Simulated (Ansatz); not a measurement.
C5H10S can be A, `CC1CCCS1`, or B, `SC1CCCC1`.

Isolated molecules relaxed with PBE0-D4/def2-TZVP in Ansatz; ΔE leaves out vibrations. CCSD(T)/CBS adds triple-zeta CCSD(T) − MP2 to the extrapolated MP2 energy (def2 sets, frozen cores). Functionals use def2-TZVPP. Each species was taken in one conformer, which may not be the lowest.

A:

```xyz
16

C    -1.7048   -1.1207   -0.8368
C    -0.3163   -0.8242   -0.3111
C     0.2373    0.5287   -0.7326
C     1.3580    0.8722    0.2319
C     0.7958    0.6628    1.6301
S    -0.2825   -0.7995    1.5209
H    -1.6980   -1.1476   -1.9309
H    -2.4110   -0.3537   -0.5110
H    -2.0694   -2.0871   -0.4828
H     0.3702   -1.6116   -0.6380
H     0.5752    0.5027   -1.7729
H    -0.5582    1.2792   -0.6612
H     2.2035    0.1966    0.0698
H     1.7217    1.8949    0.1008
H     0.2049    1.5236    1.9507
H     1.5736    0.4837    2.3730
```

B:

Z-matrix (Å, degrees):
```
C
C 1 1.523
C 1 1.524 2 103.0
S 1 1.806 2 116.0 3 -127.7
H 1 1.097 2 109.2 3 116.1
C 2 1.531 1 103.7 3 -41.0
H 2 1.091 1 112.8 3 -164.5
H 2 1.095 1 108.6 3 76.7
C 3 1.533 1 104.0 2 39.8
H 3 1.095 1 108.6 2 -78.0
H 3 1.091 1 112.7 2 163.4
H 4 1.344 1 96.4 2 60.6
H 6 1.093 2 110.1 1 -92.7
H 6 1.091 2 111.8 1 148.9
H 9 1.092 3 110.5 1 96.3
H 9 1.091 3 111.5 1 -145.4
```

Question: Which isomer does CCSD(T)/CBS put lower? Give the gap. (Estimate.)

Answer: Ansatz gave: A, by 4.5 kcal/mol.

Question: Give E(B) − E(A) in kcal/mol with BLYP-D4, ωB97M-V, MP2/def2-TZVPP, LDA (SPW92), CCSD(T)/def2-TZVPP, HF/def2-TZVPP, CCSD/def2-TZVPP. (An estimate is asked.)

Answer: Computed: BLYP-D4 5.2, ωB97M-V 4.0, MP2/def2-TZVPP 4.6, LDA (SPW92) 4.3, CCSD(T)/def2-TZVPP 3.9, HF/def2-TZVPP 3.4, CCSD/def2-TZVPP 3.4. None reverses the order clearly.

Question: Does the order hold for the free energy at 298.15 K (harmonic terms from PBE0-D4)? (Estimate.)

Answer: Ansatz gave: Yes: G(B) − G(A) = +2.4 kcal/mol, for one conformer each. Modes under 60 cm⁻¹, often nearly free rotors, make the harmonic entropy too high.

Largest T1 diagnostic: 0.010.

At CCSD(T), def2-SVP lies −2.6 kcal/mol from the extrapolated value and def2-TZVPP −0.6 kcal/mol. From BLYP to BHLYP (50 % exact exchange), in def2-TZVPP and without D4, E(B) − E(A) moves by −0.8 kcal/mol.
